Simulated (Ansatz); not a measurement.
**C4H4O (furan): entropy by statistical mechanics**

A singlet with charge 0, relaxed at PBE/def2-SVP (Ansatz 0.2.0):

```xyz
9

C     0.2876    0.9874   -0.0876
C     0.8281   -0.2473   -0.5864
C    -0.0031   -1.2390   -0.1224
O    -1.0119   -0.7048    0.6230
C    -0.8282    0.6460    0.6391
H     0.6780    1.9985   -0.2484
H     1.7194   -0.3806   -1.2095
H    -0.0135   -2.3286   -0.2295
H    -1.5677    1.2221    1.2048
```

Harmonic wavenumbers in cm⁻¹: 598, 618, 707, 729, 818, 857, 859, 863, 985, 1026, 1080, 1137, 1197, 1235, 1392, 1480, 1558, 3184, 3194, 3213, 3219.

Masses in u: C 12.011, O 15.999, H 1.008. Take T = 298.15 K, p = 1 bar, R = 8.3145 J/(mol K), kT/hc = 207.22 cm⁻¹, rigid rotor and harmonic oscillator.

Problem. Work out S° at 298 K.

Solution. 
1. Translation (Sackur–Tetrode): S = R[3/2 ln M + 5/2 ln T − 1.1517] with M = 68.075 gives 161.5 J/(mol K).
2. Rotation: principal moments 53.787, 55.409, 109.196 u Å² give A, B, C = 0.3134, 0.3042, 0.1544 cm⁻¹; the symmetry number is σ = 2; q = (√π/σ)√((kT/hc)³/ABC) = 21789; S = R(ln q + 3/2) = 95.5.
3. Vibration: with u = ν̃/207.22, each mode gives R[u/(eᵘ − 1) − ln(1 − e⁻ᵘ)]; the sum is 10.7, most from 598 cm⁻¹ (1.9), 618 cm⁻¹ (1.8), 707 cm⁻¹ (1.2).
4. Electronic: R ln 1 = 0.0, from the spin multiplicity alone.
5. Sum: 161.5 + 95.5 + 10.7 + 0.0 = 267.7 J/(mol K).

The tabulated value is 267.2 J/(mol K) (CRC Handbook of Chemistry and Physics): the model is off by +0.5.
